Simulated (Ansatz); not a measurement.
**Molecular dynamics of H$_{5}$NOSi**

Input:

```yaml
crystal:
  periodic: [false, false, false]
  atoms:
    - { symbol: Si, position_ang: [-0.04123, 0.021493, -0.021961] }
    - { symbol: O, position_ang: [0.026812, -0.091079, 1.631577] }
    - { symbol: H, position_ang: [-0.812688, -0.122607, 2.099921] }
    - { symbol: H, position_ang: [1.389435, 0.018339, -0.398727] }
    - { symbol: "N", position_ang: [-0.813071, 1.406464, -0.669747] }
    - { symbol: H, position_ang: [-1.778043, 1.398104, -0.959767] }
    - { symbol: H, position_ang: [-0.469457, 2.344692, -0.533137] }
    - { symbol: H, position_ang: [-0.793359, -1.127306, -0.59496] }
basis:
  gaussian: { orbitals: def2-mTZVP }
hamiltonian:
  xc: pbe0
  dispersion: d4
md:
  timestep: 0.5
  n_steps: 150
  ensemble: nvt_langevin
  temperature: 1000.0
  initial_velocities: maxwell_boltzmann
  seed: 149567
  friction: 0.001
```

Command:

```bash
$ ansatz run input.yaml --threads 1 --pin off --max-ram 2048MiB --backend cpu --events-out ev --progress --plain --runs-dir out
```

It starts from a relaxed structure.

Output, in part (step lines, the closing report, with atoms numbered from 0):

```
md step     0: t =     0.00 fs  T =   875.0 K  F+E_penalty+E_count = -11492.06291096 eV  E_kin = 0.904820 eV  (24 SCF iters)
[... lines left out ...]
Total energy: -11491.75252138 eV, -422.3141157710 hartree
Atom 0 at     0.210663     0.427867    -0.041189 Å, force    -1.172141     1.196370    -0.760531 eV/Å
Atom 1 at     0.188473    -0.611704     1.222714 Å, force    -1.686088    -1.310142     0.553224 eV/Å
Atom 2 at    -0.713993    -1.040600     1.367906 Å, force     1.919689     0.927518    -0.210759 eV/Å
Atom 3 at     1.093314     1.560330     0.182090 Å, force     0.604743     0.225646     0.376376 eV/Å
Atom 4 at    -1.369836     1.173848    -0.234529 Å, force     1.229679    -2.912301    -0.282280 eV/Å
Atom 5 at    -1.997244     0.637875    -0.805475 Å, force    -0.473658     0.097144    -0.207221 eV/Å
Atom 6 at    -1.641983     2.102434    -0.173973 Å, force    -0.217176     1.890260     0.227485 eV/Å
Atom 7 at     0.631589    -0.235356    -1.322726 Å, force    -0.205047    -0.114497     0.303707 eV/Å
Dipole moment:    -0.419607     0.021177    -0.178074 e Å
```

The steps, from the saved trajectory:

```csv
time (fs),T (K),potential energy less start (eV)
0,875,0.000
2.5,731,0.205
5,649,0.325
7.5,595,0.406
10,534,0.469
12.5,613,0.389
15,762,0.237
17.5,798,0.174
20,706,0.290
22.5,591,0.360
25,462,0.490
27.5,394,0.566
30,534,0.434
32.5,607,0.355
35,621,0.340
37.5,661,0.290
40,563,0.428
42.5,483,0.527
45,530,0.506
47.5,561,0.484
50,646,0.384
52.5,672,0.361
55,727,0.289
57.5,495,0.524
60,603,0.414
62.5,450,0.557
65,492,0.508
67.5,652,0.353
70,665,0.382
72.5,722,0.332
75,787,0.310
```

All steps were run. The mean temperature of the second half is 40 % below the set value. A run of 0.075 ps of so small a system gives no equilibrium averages.

The same pairs are bonded in the first frame and the last. Pairs count as bonded within 1.25 times the sum of covalent radii (0.12 Å more for H–H).

Last frame:

```xyz
8
Properties=species:S:1:pos:R:3
Si 0.211 0.428 -0.041
O 0.189 -0.612 1.223
H -0.714 -1.041 1.368
H 1.093 1.560 0.182
N -1.370 1.174 -0.234
H -1.997 0.638 -0.805
H -1.642 2.102 -0.174
H 0.632 -0.235 -1.323
```

Time of the run: 6.3 min on 1 thread of Arm Neoverse V1 (shared host), peak memory 0.13 GiB.
